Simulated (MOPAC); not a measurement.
MOPAC input (PM3):

```
PM3 PRECISE GNORM=0.05 LET XYZ CHARGE=-1 GEO-OK AUX(PRECISION=9) THREADS=1
CH5Si

C    -0.01423719 1   -0.06952151 1   -1.23419539 1
Si    0.00834037 1    0.17010305 1    0.73186645 1
H    -0.01728263 1   -1.11287275 1   -1.56859470 1
H    -0.89893486 1    0.41944684 1   -1.65979309 1
H     0.85959133 1    0.42084071 1   -1.68015728 1
H    -1.11421076 1   -0.84675739 1    1.04684283 1
H     1.13949487 1   -0.84497103 1    1.02074434 1
```

Task: What heat of formation does the run end on?

Result: -18.52 kcal/mol.
